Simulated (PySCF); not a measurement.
# Vertical excitation energies

Species: cyclopropylamine, C₃H₇N.
SMILES: `NC1CC1`

Method used: PySCF, TDDFT CAM-B3LYP/aug-cc-pVTZ, vertical, gas phase, core orbitals frozen in the response. One conformer (not necessarily the lowest) at the PBE0-D3(BJ)/def2-TZVP geometry, without solvent, vibrations or thermal averaging. Torsions of this conformer, `[NH2:1][CH:2]1[CH2:3][CH2:4]1`: H–N1–C2–C3 23°, H–N1–C2–C3 142°.

```
state  E (eV)  E (hartree)       f  main configurations (H = HOMO, L = LUMO)
   S1    5.58       0.2052   0.023                                 H→L (77%)
   S2    6.17       0.2269  0.0048                  H→L+1 (60%), H→L+2 (24%)
   S3    6.39       0.2348  0.0074                  H→L+2 (52%), H→L+1 (23%)
   S4    6.57       0.2416  0.0013                               H→L+3 (79%)
   S5    7.16       0.2631  0.0060                               H→L+4 (66%)
   S6    7.23       0.2656   0.014                  H→L+5 (58%), H→L+6 (22%)
   S7    7.46       0.2741  0.0095                  H→L+6 (53%), H→L+5 (22%)
   S8    7.56       0.2777  0.0086                               H-1→L (82%)
   S9    7.66       0.2815   0.052                  H→L+8 (47%), H→L+7 (29%)
  S10    7.77       0.2854  0.0046                  H→L+7 (46%), H→L+8 (37%)
```

Triplets, Tamm–Dancoff:

| state | E (eV) | λ (nm) | main configurations (H = HOMO, L = LUMO) |
| --- | --- | --- | --- |
| T1 | 5.42 | 228.6 | H→L (70%) |
| T2 | 6.12 | 202.8 | H→L+1 (56%), H→L+2 (25%), H→L+11 (8%) |
| T3 | 6.33 | 195.9 | H→L+2 (46%), H→L+1 (23%), H→L (8%) |
| T4 | 6.45 | 192.2 | H→L+3 (73%) |

The lowest singlet comes at 222 nm (539 kJ/mol) in the ultraviolet; it is weak; its leading configuration is HOMO→LUMO (77%). The most intense listed level is S9 at 7.66 eV (162 nm, f = 0.052), 2.07 eV above S1. Löwdin shares by element: HOMO nitrogen 44%, carbon 30% or more, hydrogen 6% or more (atoms not listed hold the other 19%); LUMO hydrogen 69% or more (atoms not listed hold the other 31%). The listed states span 2.18 eV. Orbital energies (eV): HOMO-3 -11.75, HOMO-2 -10.90, HOMO-1 -9.80, HOMO -8.02, LUMO 0.28, LUMO+1 0.57, LUMO+2 0.65. Weighted by f, the mean energy of these states is 7.07 eV. Only the lowest 10 singlets were computed, as vertical energies without vibronic structure.
